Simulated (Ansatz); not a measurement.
# The cluster K2I+: geometry, orbitals and charge

Aim: characterise the cluster K2I+ as a singlet: its structure, frontier levels and distribution of charge.

Method: RKS PBE0-D4/def2-TZVP; program: Ansatz 0.2.0, Gaussian basis.

The runs, in order: relaxation at r2SCAN-D4/def2-TZVP; a single point at PBE0-D4/def2-TZVP.

4 further runs of the same task are left out: 4 set aside as unsound or not needed. Runs told in other sessions of the task aren't counted.

**1. Where the work starts**

3 atoms, charge 1, spin multiplicity 1.

Atoms are counted from 1 here; the program's logs count them from 0.

Bond lengths: K1–I3 3.164 Å, K2–I3 3.169 Å. Angles: K1–I3–K2 110.3°.

I takes a core potential in the def2 sets. No spin-orbit coupling is included. The ion is computed in the gas phase, without counter-ions or solvent.

The start is a GFN1-xTB geometry.

**2. Optimising with r2SCAN-D4/def2-TZVP**

in.yaml reads:

```yaml
crystal:
  periodic: [false, false, false]
  atoms:
    - {symbol: K, position_ang: [-1.688820, -1.800570, 1.008710]}
    - {symbol: K, position_ang: [2.368000, 0.807360, -0.928590]}
    - {symbol: I, position_ang: [-0.679170, 0.993210, -0.080120]}
basis:
  gaussian: {orbitals: def2-TZVP}
total_charge: 1
hamiltonian: {xc: r2scan, dispersion: d4}
scf: {lower_state_search: "off"}
output: {orbitals: {seedname: orbitals}}
relax: {f_tol: 0.02, max_steps: 100}
```

Started as:

```bash
$ ansatz run in.yaml --threads 4 --pin off --events-out ev --progress --plain --max-ram 3916MiB
```

The runs that follow: Single point, PBE0-D4/def2-TZVP.

**Question.** What will the summary of the whole plan be? Wanted: point group; commonest bond; HOMO, LUMO at PBE0-D4/def2-TZVP.

The runs gave:

| quantity | value |
| --- | --- |
| point group | D∞h |
| commonest bond | I–K, 2 of mean length 3.222 Å |
| HOMO, LUMO at PBE0-D4/def2-TZVP | -9.39, -4.03 eV |

The molecule keeps its bonding pattern by the stored test; the atoms moved 0.99 Å (rms), and the angle K1–I3–K2 went from 110° to 180°. No usable vibrations, so a minimum isn't proven. The HOMO lies nearest to I3 97 % and the LUMO to K1, K2 about 46 % each; I3 9 %. Whether this spin is the lowest isn't tested here.
